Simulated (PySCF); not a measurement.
Hydrogen cyanide, HCN.
Cartesian coordinates in Å at the GFN2-xTB level; atoms count from 1:
```xyz
3
HCN angstrom
C     -0.023   -0.002   -0.004
N      1.115    0.020   -0.011
H     -1.081   -0.021    0.002
```

Computed, not measured: TDDFT B3LYP/def2-SVPD, vertical, gas phase, core orbitals frozen in the response (PySCF 2.14.0, density-fitted response routines).

Transition dipole moments from the ground state, in atomic units and in the frame of the coordinates above (overall signs are arbitrary), for the states with f of 0.002 or more among the lowest 7:

```tsv
state	E (eV)	μx	μy	μz
S4	9.210	0.005	-0.225	0.147
S5	9.210	0.001	-0.147	-0.225
S6	9.914	0.003	-0.077	0.321
S7	9.914	0.006	-0.321	-0.077
```

(1) Work out the oscillator strengths.

(2) The point group is C∞v. Which irreducible representation does each state belong to?

(3) How is the summed strength of these states shared among x, y and z?

(4) What peak molar absorption coefficient would the strongest computed level give as a lone Gaussian band 0.3 eV wide at half height?

## Answers

(1) f = (2/3) ΔE |μ|² with ΔE in hartree (27.2114 eV).

```json
{"state": "S4", "|μ|² (au)": "0.072", "|μ| (D)": "0.68", "f": "0.016"}
{"state": "S5", "|μ|² (au)": "0.072", "|μ| (D)": "0.68", "f": "0.016"}
{"state": "S6", "|μ|² (au)": "0.109", "|μ| (D)": "0.84", "f": "0.027"}
{"state": "S7", "|μ|² (au)": "0.109", "|μ| (D)": "0.84", "f": "0.027"}
```

(2) The ground state is totally symmetric, so the direction of μ fixes the label. Polarised across the molecular axis, so Π: S4, S5, S6 and S7.

(3) (2/3) Σ ΔE μα² gives 0.000 for x, 0.043 for y and 0.043 for z, 0.086 in all.

(4) ε(max) = 2.175×10⁸ f / FWHM, with the width in cm⁻¹. S6/S7 (f summed): 2.175×10⁸ × 0.0530 / 2420 ≈ 4800 L mol⁻¹ cm⁻¹.

S4/S5 and S6/S7 coincide within about 0.01 eV; within a degenerate level the directions of the single components are arbitrary.
